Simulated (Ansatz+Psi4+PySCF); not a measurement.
doublet NH(+): levels of theory in one basis

```
atom   x (Å)   y (Å)    z (Å)
   N  0.0000  0.0000   0.1299
   H  0.0000  0.0000  -0.9095
```

Basis set: cc-pVTZ (spherical functions). Frozen core: 1 orbital. Correlation on ROHF uses semicanonical orbitals with singles. Charge 1, multiplicity 2.

Computed with Ansatz (development build ahead of 0.2.0) and Psi4 1.11; each method stands on the lowest determinant of its kind that the runs found.

```
      method  E − E(ROHF) (eV)  <S²> of the determinant
        ROHF              0.00                     0.75
         UHF             -0.36                     1.23
    ROHF-MP2             -3.16                        –
     UHF-MP2             -3.06                     1.23
   ROHF-CCSD             -3.85                        –
    UHF-CCSD             -3.83                     1.23
ROHF-CCSD(T)             -3.93                        –
 UHF-CCSD(T)             -3.92                     1.23
```

The restricted and unrestricted rows may stand on different electronic states: another unrestricted solution lies nearer the restricted one.

Caution for UHF, UHF-MP2, UHF-CCSD, UHF-CCSD(T): the unrestricted determinant is spin contaminated; the determinant breaks the point group. Caution for ROHF-MP2, UHF-MP2: MP2 on this radical cation hangs on the determinant chosen. Caution for UHF-MP2, UHF-CCSD, UHF-CCSD(T): large amplitudes, a single reference is doubtful. Caution for UHF-MP2: another reference gives a lower total.
